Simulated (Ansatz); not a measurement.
## Worked example: the barrier

An elementary step of CH$_{6}$Si, singlet (CH₄Si ([CH3][SiH]) + H₂ → CH₆Si ([CH3][SiH3]); bonds formed: Si1–H3, Si1–H4; bonds broken: H3–H4). “Start” is the structure reached by relaxing down from the saddle towards the reactants; PBE0-D4/def2-TZVP structures. The saddle:

| atom | x (Å) | y (Å) | z (Å) |
| --- | --- | --- | --- |
| Si1 | -1.0024 | -0.1660 | 0.1031 |
| C2 | 0.6659 | 0.7093 | 0.3151 |
| H3 | -0.8566 | -1.6813 | 0.3095 |
| H4 | -0.2832 | -1.4920 | -0.5962 |
| H5 | -1.5233 | -0.0423 | -1.2887 |
| H6 | 1.3027 | 0.1216 | 0.9803 |
| H7 | 0.5018 | 1.6745 | 0.7989 |
| H8 | 1.1952 | 0.8762 | -0.6221 |

Program: Ansatz 0.2.0. Basis: def2-TZVPP and def2-QZVPP. Cores are frozen in the correlated methods.

Energies in eV:

| quantity | saddle | start |
| --- | --- | --- |
| Hartree–Fock, triple zeta (X = 3) | -8985.00631 | -8985.56669 |
| Hartree–Fock, quadruple zeta (X = 4) | -8985.31309 | -8985.87358 |
| MP2 correlation, X = 3 | -9.29149 | -8.99265 |
| MP2 correlation, X = 4 | -9.86818 | -9.56167 |
| CCSD(T) correlation, X = 3 | -10.73827 | -10.45072 |

Problem. Work out the barrier at the basis limit: extrapolate Hartree–Fock as E(X) = E∞ + A exp(−7.88 √X) and the MP2 correlation as E(X) = E∞ + B X^−2.97 (the exponents that Neese and Valeev fitted for def2-TZVPP and QZVPP), then add CCSD(T) − MP2 in triple zeta.

Solution. Each step is linear, so take the differences first (saddle − start): Hartree–Fock 0.56038 (X = 3) and 0.56049 (X = 4); MP2 correlation -0.29884 and -0.30651; CCSD(T) correlation -0.28755.
Two points give E∞ = E(4) + w [E(4) − E(3)], with w = 1/(exp(7.88 (2 − √3)) − 1) = 0.1377 for Hartree–Fock and w = 1/((4/3)^2.97 − 1) = 0.7407 for the correlation.
Hartree–Fock: 0.56049 + 0.1377 × 0.00011 = 0.5605 eV.
MP2 correlation: -0.30651 + 0.7407 × (-0.00767) = -0.3122 eV.
CCSD(T) − MP2: -0.28755 − (-0.29884) = 0.0113 eV.
Sum: 0.5605 + (-0.3122) + 0.0113 = 0.2596 eV, or 5.99 kcal/mol. Plain CCSD(T) in triple zeta gives 0.2728 eV, so the larger basis shifts the result by -0.0132 eV.

No T1 diagnostic of these runs exceeds 0.013. The restricted Hartree–Fock reference is unstable towards an unrestricted one at one or more of these structures.

Losses and insertions of silylenes and their heavier kin drive the gas-phase chemistry of silicon and germanium vapour deposition.

Labels in which every atom is bracketed show which atoms are joined, not bond orders.

For scale, one of the runs: CCSD(T)/def2-TZVPP, 157 basis functions, launched by `ansatz run in.yaml --threads 2 --pin off --events-out ev --progress --plain --max-ram 4352MiB`. The run took 9.5 s on 2 CPU threads of an Arm Neoverse V1 (shared host), with 1 GiB of host memory at its peak.
